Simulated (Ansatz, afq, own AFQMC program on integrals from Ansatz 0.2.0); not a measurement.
BH3 + SiH$_{3}$, doublet in cc-pVDZ along one coordinate

```xyz
8

B    -2.1227    0.0000    0.0000
H    -2.7195    1.0336    0.0000
H    -2.7195   -1.0336    0.0000
H    -0.9293    0.0000    0.0000
Si    0.9003    0.0000    0.0000
H     1.3502   -1.4163    0.0000
H     1.3502    0.7081   -1.2265
H     1.3502    0.7081    1.2265
```

A hydrogen atom is moved from one rigid fragment to the other; the B1–H4 distance tells how far. The two fragments are held close together, so this isn't a minimum-energy path and the start is a compressed complex. Energies in eV count from this geometry (1.194 Å) at the same level; the start stands on UHF, each point on the determinant named.

Basis cc-pVDZ. Noble-gas cores (and the filled d shells of Ga–Kr and In–Xe) are frozen. Ansatz 0.2.0 and our own AFQMC program on the same integrals; the CISD trial comes from CCSD amplitudes, and released means the phaseless constraint is let go. ± is one standard error of the sampling.

Cautions, each for one point or more: the search met a lower determinant of the same kind, perhaps of another symmetry.

```tsv
r(B1–H4) / Å	det.	T1	weight	⟨S²⟩	CCSD(T)	ph-AFQMC/CISD	released AFQMC	CCSDT(Q)	B3LYP	HF
1.305	UHF	0.012	0.87	0.77	0.096	0.093 ± 0.003	0.095 ± 0.004	0.094	0.069	0.152
1.360	UHF	0.012	0.87	0.77	0.182	0.180 ± 0.004	0.180 ± 0.005	0.179	0.130	0.252
1.416	UHF†	0.013	0.87	0.77	0.253	0.252 ± 0.004	0.255 ± 0.004	0.250	0.195	0.353
1.472	UHF†	0.013	0.87	0.77	0.257	0.256 ± 0.004	–	0.253	0.270	0.326
1.583	UHF†	0.013	0.87	0.77	0.424	0.421 ± 0.003	0.427 ± 0.004	0.422	0.495	0.434
```

Weight is that of the determinant in the CISD state; at the start T1 is 0.011 and the weight 0.88, and ⟨S²⟩ is 0.76. A dagger marks points whose determinant fills other symmetries than the start's, so the wave-function levels may follow another state there, or a degenerate partner. A dash marks a missing value, a released energy that hasn't settled or a functional that sits on another state. Largest departures from CCSDT(Q), at the points where its series has closed: CCSD(T) 0.004 eV at 1.416 (on UHF), ph-AFQMC/CISD 0.002 eV at 1.472 (on UHF) (within the noise), released AFQMC 0.005 eV at 1.583 (on UHF) (within the noise), B3LYP -0.049 eV at 1.360, HF 0.103 eV at 1.416 (on UHF). Functionals count only at points shown to share the start's state and spin. In this small basis the wave-function levels are far from their limit, so their gap to the functionals isn't the functionals' error.

Some points may be missing: those where a free walk finds a much lower state, and past Zn most of those on another determinant than at the start.

A walk keeps the symmetry of its determinant, which the program's search chose and which needn't be the lowest solution, so a lower state of the same spin and another symmetry isn't excluded. Released energies are given only where the last usable release times agree within the noise; a slower fall can still hide under it.
